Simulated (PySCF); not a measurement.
Compound: C4H6F2.
SMILES with atom numbers: `[F:1][CH2:2][C:3]1([F:4])[CH2:5][CH2:6]1` (hydrogens: H7, H8 on C2; H9, H10 on C5; H11, H12 on C6)

Computed by this run: PySCF, PBE0-D3(BJ)/def2-SVP geometry optimisation, gas phase; density fitting, grid level 1; the optimiser is geomeTRIC in internal coordinates, started from a GFN2-xTB structure with every atom displaced at random (about 0.01 Å).

Step 0: E = -9661.1762 eV
```
atom  x, y, z in Å  |  force x, y, z in eV/Å
F1      1.5039    1.0565   -0.8905   -0.189   0.301  -0.872
C2      1.3424    0.5205    0.3419   -0.095  -0.069   0.184
C3     -0.0056   -0.1861    0.4556    1.150   0.245   0.882
F4     -0.0700   -0.7158    1.7262   -0.284   0.085  -0.506
C5     -1.2338    0.3365   -0.1763   -0.488  -0.034   0.739
C6     -0.6100   -0.9287   -0.6664   -0.055  -0.174   0.363
H7      2.1818   -0.1807    0.4861   -0.195  -0.205   0.314
H8      1.4376    1.3478    1.0739   -0.212  -0.299   0.121
H9     -1.1581    1.2365   -0.7537    0.135   0.606  -0.545
H10    -2.1538    0.2654    0.4098    0.009  -0.094   0.023
H11    -0.1016   -0.9245   -1.6047    0.505   0.057  -0.869
H12    -1.0958   -1.8608   -0.4235   -0.281  -0.420   0.165
```

Step 1: E = -9661.2246 eV
```
atom  x, y, z in Å  |  force x, y, z in eV/Å
F1      1.4305    1.1104   -0.9031    0.113  -0.054   0.178
C2      1.3424    0.5374    0.3418    0.011  -0.264  -0.262
C3      0.0514   -0.2260    0.4402   -0.381   0.313  -0.033
F4     -0.0887   -0.7591    1.6796    0.151  -0.157   0.336
C5     -1.1781    0.3530   -0.1625    0.043   0.027  -0.182
C6     -0.6127   -0.9555   -0.6689    0.045  -0.025  -0.147
H7      2.2150   -0.1197    0.5158   -0.062   0.043  -0.093
H8      1.3275    1.3200    1.1138    0.098   0.145   0.042
H9     -1.0572    1.2462   -0.7835   -0.021  -0.076   0.008
H10    -2.0855    0.3125    0.4372   -0.123  -0.009   0.094
H11    -0.1564   -0.9933   -1.6630    0.053   0.057   0.084
H12    -1.1512   -1.8594   -0.3691    0.073   0.000  -0.026
```

Problem. Estimate the geometry and energy of step 2. (The exact step hangs on the optimiser's Hessian estimate; all steps are aligned on step 1, rigid shifts and turns removed.)

Solution. E = -9661.2525 eV, largest force 0.275 eV/Å
```
atom  x, y, z in Å  |  force x, y, z in eV/Å
F1      1.4580    1.0799   -0.9109   -0.054  -0.003   0.011
C2      1.3402    0.5296    0.3381    0.051  -0.068  -0.050
C3      0.0312   -0.2055    0.4549   -0.179   0.208   0.014
F4     -0.0879   -0.7526    1.6985    0.081   0.012  -0.007
C5     -1.2068    0.3512   -0.1595    0.089  -0.010   0.012
C6     -0.6039   -0.9391   -0.6674   -0.030  -0.100   0.012
H7      2.1911   -0.1521    0.5071   -0.034  -0.050   0.027
H8      1.3729    1.3314    1.0957    0.022   0.005  -0.009
H9     -1.0989    1.2424   -0.7824   -0.008   0.018   0.006
H10    -2.1214    0.2974    0.4366    0.008  -0.040  -0.016
H11    -0.1217   -0.9542   -1.6483    0.040   0.057   0.029
H12    -1.1159   -1.8619   -0.3839    0.014  -0.029  -0.030
```

The energy changes by -0.0279 eV. The first-order estimate −F·Δx gives -0.0435 eV and the mean of the old and new forces, exact on a quadratic surface, -0.0277 eV. The step makes an angle of 67° with the force vector and moves no atom by more than 0.054 Å.

What follows is the cost of the whole optimisation. Hardware: Arm Neoverse N1, one thread, no GPU, shared host with 64 logical CPUs at a one-minute load of 60. Cost: 87 s of wall time, 0.48 GiB resident at most.
